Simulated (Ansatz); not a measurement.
Isolated molecules relaxed with PBE0-D4/def2-TZVP in Ansatz; ΔE leaves out vibrations. CCSD(T)/CBS adds triple-zeta CCSD(T) − MP2 to the extrapolated MP2 energy (def2 sets, frozen cores). This one scheme is used for every species. Functionals use def2-TZVPP. Each species was taken in one conformer, which may not be the lowest.

`C=C(Cl)C(C)O` + H₂S → `CC(O)S` + `C=CCl`  (substitution at a C–C bond)

`C=C(Cl)C(C)O`:

Z-matrix (Å, degrees):
```
C
C 1 1.521
C 1 1.503 2 111.8
O 1 1.411 2 111.5 3 -120.4
H 1 1.101 2 108.9 3 117.9
H 2 1.092 1 109.9 3 62.5
H 2 1.090 1 111.1 3 -58.1
H 2 1.094 1 110.1 3 -177.5
Cl 3 1.735 1 113.0 2 68.3
C 3 1.321 1 125.9 2 -112.1
H 4 0.960 1 107.9 2 -42.9
H 10 1.082 3 118.9 1 -0.5
H 10 1.081 3 121.6 1 -180.0
```

H₂S:

```xyz
3

S    -0.489   -0.315   -0.212
H    -0.312    0.939    0.229
H     0.801   -0.624   -0.017
```

`CC(O)S`:

```xyz
10

C    -0.447   -0.332    0.833
C     0.455   -0.153   -0.369
O     1.094    1.104   -0.363
S    -0.415   -0.349   -1.938
H    -0.930   -1.310    0.816
H     0.133   -0.253    1.759
H    -1.218    0.441    0.845
H     1.198   -0.963   -0.400
H     1.483    1.234    0.508
H    -1.353    0.582   -1.692
```

`C=CCl`:

Cartesian coordinates in Å:
```
C -0.567 -0.470 -0.047
C 0.536 0.254 0.000
Cl 0.555 1.929 0.392
H -1.542 -0.049 0.161
H -0.503 -1.521 -0.302
H 1.522 -0.143 -0.204
```

| species | PBE-D4 energy (Eh) |
| --- | --- |
| `C=C(Cl)C(C)O` | -691.67462 |
| H₂S | -399.22838 |
| `CC(O)S` | -552.95209 |
| `C=CCl` | -537.94147 |

Task: Work out ΔE.

Result: ΔE = (-552.95209) + (-537.94147) − (-691.67462) − (-399.22838) = 0.00944 Eh = +24.8 kJ/mol. CCSD(T)/CBS gives +31.0 kJ/mol.

Largest T1 diagnostic among the species: 0.010.

In def2-TZVPP, CCSD(T) changes the Hartree–Fock value by +7.4 kJ/mol (the triples alone add +0.4 kJ/mol) and MP2 by +9.2 kJ/mol. From PBE to PBE0 (25 % exact exchange), in def2-TZVPP and without D4, ΔE moves by +4.2 kJ/mol. The D4 term adds +6.3 kJ/mol with B3LYP and +3.8 kJ/mol with PBE0; it sums over pairs of atoms, weighted by their polarisabilities, and B3LYP, whose exchange is more repulsive, gets the larger term.

B3LYP here is the variant with VWN-RPA as its local correlation; programs differ in this.
